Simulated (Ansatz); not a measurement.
# CHBO: the cost of one run

Computed with Ansatz 0.2.0, Gaussian basis. Level: PBE0-D4/def2-SVP.

## 1. The system as given

SMILES `B1=CO1`, 4 atoms, charge 0, spin multiplicity 1.

Atoms are counted from 1 here; the program's logs count them from 0.

Bond lengths: B1–C2 1.481 Å, B1–O3 1.427 Å, C2–O3 1.309 Å, C2–H4 1.079 Å. Angles: C2–B1–O3 53.4°, B1–C2–O3 61.2°, B1–C2–H4 161.3°, O3–C2–H4 119.3°, B1–O3–C2 65.4°.

Geometry (Å):

```xyz
4
CHBO
B    -1.19670   -0.32594    0.07837
C     0.11544    0.36006    0.12343
O     0.08791   -0.94066   -0.01860
H     0.99335    0.90654   -0.18320
```

## 2. The run

Contents of md/in.yaml:

```yaml
crystal:
  periodic: [false, false, false]
  atoms:
    - {symbol: B, position_ang: [-1.196700, -0.325940, 0.078370]}
    - {symbol: C, position_ang: [0.115440, 0.360060, 0.123430]}
    - {symbol: O, position_ang: [0.087910, -0.940660, -0.018600]}
    - {symbol: H, position_ang: [0.993350, 0.906540, -0.183200]}
basis:
  gaussian: {orbitals: def2-SVP}
hamiltonian: {xc: pbe0, dispersion: d4}
md: {n_steps: 40, timestep: 0.75, temperature: 300, ensemble: nvt_langevin, seed: 171, friction: 0.01, initial_velocities: maxwell_boltzmann}
```

Started as:

```
ansatz run in.yaml --threads 2 --pin off --events-out ev --progress --plain --max-ram 3481MiB
```

What time and memory should one allow on 2 threads of Arm Neoverse V2, shared host?

About 16 s, with a peak of 0.08 GiB.
